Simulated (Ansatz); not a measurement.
**Reading a saddle point**

A first-order saddle point of CH4FS, doublet, PBE0-D4/def2-TZVP, with one imaginary mode of 616i cm⁻¹:

```json
{"atom": "H1", "x (Å)": "-0.5819", "y (Å)": "0.3437", "z (Å)": "0.0297"}
{"atom": "C2", "x (Å)": "0.4030", "y (Å)": "-0.8315", "z (Å)": "0.3651"}
{"atom": "F3", "x (Å)": "1.5332", "y (Å)": "-0.5573", "z (Å)": "-0.2871"}
{"atom": "S4", "x (Å)": "-1.3677", "y (Å)": "1.4976", "z (Å)": "-0.3814"}
{"atom": "H5", "x (Å)": "-0.1381", "y (Å)": "-1.6773", "z (Å)": "-0.0505"}
{"atom": "H6", "x (Å)": "0.4919", "y (Å)": "-0.7225", "z (Å)": "1.4427"}
{"atom": "H7", "x (Å)": "-0.3403", "y (Å)": "1.9474", "z (Å)": "-1.1185"}
```

Computed with Ansatz 0.2.0 (basis: def2-TZVPP and def2-QZVPP); correlated methods freeze the cores; orbitals are unrestricted. Extrapolation: Hartree–Fock as exp(−7.88 √X), correlation as X^−2.97.

Problem. Which contacts change along the imaginary mode, and what lies on either side? (A judgement: the text doesn't fix the answer.)

Solution. Computed: The step is CH₃F ([CH3][F]) + HS → CH₂F ([CH2][F]) + H₂S, with the molecules in contact on both sides. Shortening one way: H1–S4; lengthening the same way: H1–C2.
| pair | one side (Å) | saddle (Å) | other side (Å) |
| --- | --- | --- | --- |
| H1–S4 | 3.24 | 1.46 | 1.35 |
| H1–C2 | 1.09 | 1.57 | 2.52 |

Problem. Which side is lower, and how far does the saddle lie above each? (An estimate is asked for; the value comes from the calculation.)

Solution. The calculation gives: The side with H1–C2 short is lower by 0.607 eV; the saddle lies 0.855 eV above it and 0.247 eV above the other (CCSD(T) at an estimated basis limit (MP2 extrapolated from triple and quadruple zeta, plus CCSD(T) − MP2 in triple zeta); electronic energies).

The T1 diagnostic stays at or below 0.016. ⟨S²⟩ of the unrestricted Hartree–Fock references: 0.76 to 0.79 (a pure state has 0.75).

Labels in which every atom is bracketed show which atoms are joined, not bond orders.

For scale, one of the runs: CCSD(T)/def2-TZVPP, 160 basis functions, launched by `ansatz run in.yaml --threads 4 --pin off --events-out ev --progress --plain --max-ram 9574MiB`. Hardware: 4 CPU threads of an AMD EPYC 9R45, shared host. Wall time 18 s; peak host memory 2.9 GiB.
